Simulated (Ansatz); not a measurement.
# CNSi: the cost of one run

Program: Ansatz 0.2.0, Gaussian basis. Level of theory: def2-QZVPP, all electrons in the functionals, frozen cores in the correlation of double hybrids and RPA. These are calculated values, not measurements.

The runs, in order: wB97M-V, B2PLYP, at charge 0, quartet; charge 0, doublet; charge 0, sextet; charge 1, triplet; charge 1, quintet.

### Step 1. The geometry

The geometry is a PBE0/def2-TZVP stationary point (not a proven minimum).

3 atoms, charge 0, spin multiplicity 4.

Atoms are counted from 1 here; the program's logs count them from 0.

Bond lengths: C1–N2 1.181 Å, N2–Si3 1.708 Å. Angles: C1–N2–Si3 180.0°.

No dispersion term is added; wB97M-V holds VV10 nonlocal correlation.

The geometry shown and the zero of energy belong to the point charge 0, quartet. The yardstick, UCCSD(T), and other wave-function levels (R restricted, U unrestricted, valence and pair active spaces) come from earlier runs.

### Step 2. wB97M-V, charge 0, quartet

Contents of in.yaml:

```yaml
crystal:
  periodic: [false, false, false]
  atoms:
    - {symbol: C, position_ang: [0.000000, 0.000000, -1.356800]}
    - {symbol: N, position_ang: [0.000000, 0.000000, -0.175700]}
    - {symbol: Si, position_ang: [0.000000, 0.000000, 1.532500]}
basis:
  gaussian: {orbitals: "def2-QZVPP.json"}
magnetization: {spin_polarized: true, initial_magnetization: 3}
hamiltonian: {xc: {name: wB97M-V}}
output: {orbitals: {seedname: orbitals}}
```

Run with:

```
> ansatz run in.yaml --threads 1 --pin off --events-out ev --progress --plain --max-ram 2393MiB
```

**Question.** How long does this run take on 1 thread of Intel Xeon Platinum 8259CL at 2.50GHz, shared host, and how much memory does it need?

About 17 s, with a peak of 0.46 GiB.
